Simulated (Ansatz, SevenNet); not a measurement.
Ladder of methods for the equilibrium volume per atom of wurtzite ZnO

Reference value: 11.89 Å³/atom (measured, 4 K, not corrected to a static lattice; as tabulated in arXiv:1206.3780).

Task: What do SevenNet-0, LDA, PBE, PBE-D4, HSE06 give, and how far is each from the reference?

Result: 
```tsv
level (code)	value (Å³/atom)	difference (%)
SevenNet-0 (SevenNet)	12.41	+4.4
LDA (Ansatz)	11.33	-4.7
PBE (Ansatz)	12.32	+3.6
PBE-D4 (Ansatz)	12.02	+1.1
HSE06 (Ansatz)	11.94	+0.4
```

Nearest, and too close to rank with a margin of 1.0 % (twice that across the reference) picked here for doubts on the reference and the settings, and for temperature and zero-point motion: HSE06 (+0.4 %), PBE-D4 (+1.1 %). LDA (-4.7 %) misses by most. Within 4 %: PBE, PBE-D4, HSE06. The least costly first-principles kind among them: DFT without exact exchange (PBE, PBE-D4).

The measured value isn't corrected to a static lattice, so vibrations enter the comparison. A static lattice is as a rule a little smaller than the measured one.  Cutoffs and k meshes differ between the levels. Ansatz's density-functional and Hartree–Fock values are scalar-relativistic unless marked +SOC, with PAW data made under PBE.

Machine-learned potentials (SevenNet-0) are trained on DFT data, which may include these solids.

Differences are worked out from the printed values.

Ansatz is a program for electronic structure.
